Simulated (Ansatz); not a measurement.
Relaxed structures of CH₅NSi, singlet (PBE0-D4/def2-TZVP; forces vanish, vibrations not checked; lower isomers may exist, and structures with a doubtful reference or unclear bonds are left out; Å). Program: Ansatz 0.2.0. Basis: def2-TZVPP. Cores are frozen in the correlated methods.

Task: Rank them by CCSD(T) energy, lowest first, and give each one's height above the lowest. Links in brackets join atoms within 1.22 times the sum of their covalent radii (1.1 for two metals). (An estimate is asked for; the value comes from the calculation.)
A.
a complex of HCN ([C][NH]) + SiH₄
```
8
angstrom
N -1.8427 0.7188 -1.5330
C -1.0181 0.3170 -0.8188
Si 1.3874 -1.0179 1.2517
H -2.5500 1.0631 -2.1457
H 2.4253 -1.6041 2.1448
H 0.8613 0.2160 1.8846
H 2.0126 -0.7008 -0.0554
H 0.2998 -2.0111 1.0760
```
B.
CH₅NSi ([CH2][N][SiH3])
```
8
angstrom
N -0.2339 -0.1298 -0.5146
C -0.7173 1.0261 -0.4099
Si 0.7781 -0.8746 0.6936
H -0.5546 1.6915 0.4537
H -1.3475 1.4365 -1.2079
H 1.0072 0.0185 1.8700
H 2.0788 -1.2051 0.0611
H 0.1140 -2.1235 1.1409
```
C.
CH₅NSi ([NH][CH][SiH3])
```
8
angstrom
N -1.4181 -0.0648 -0.9576
C -0.3525 0.4722 -0.5244
Si 0.7029 -0.4379 0.7503
H -1.8897 0.5340 -1.6398
H -0.0165 1.4633 -0.8698
H 0.8239 0.4073 1.9690
H 2.0696 -0.6330 0.1949
H 0.0805 -1.7411 1.0775
```
D.
CH₅NSi ([CH][NH][SiH3])
```
8
angstrom
N -0.2175 0.3424 -0.6209
C -1.5210 0.2771 -0.4943
Si 0.6641 -0.4129 0.7203
H -1.9936 0.7687 -1.3680
H 0.2577 0.7835 -1.4118
H 0.3322 0.2851 1.9795
H 2.1128 -0.2467 0.4128
H 0.3233 -1.8492 0.7834
```

Result: Computed: B (0.000 eV), C (0.484 eV), A (1.368 eV), D (1.573 eV). Heights count from the lowest.

No T1 diagnostic of these runs exceeds 0.017. The restricted Hartree–Fock reference is unstable towards an unrestricted one at one or more of these structures.

For scale, one of the runs: CCSD(T)/def2-TZVPP, 174 basis functions, launched by `ansatz run in.yaml --threads 2 --pin off --events-out ev --progress --plain --max-ram 4352MiB`. Time: 19 s of wall clock on 2 CPU threads of an Arm Neoverse V2; the host was shared. Peak host memory: 1.5 GiB.
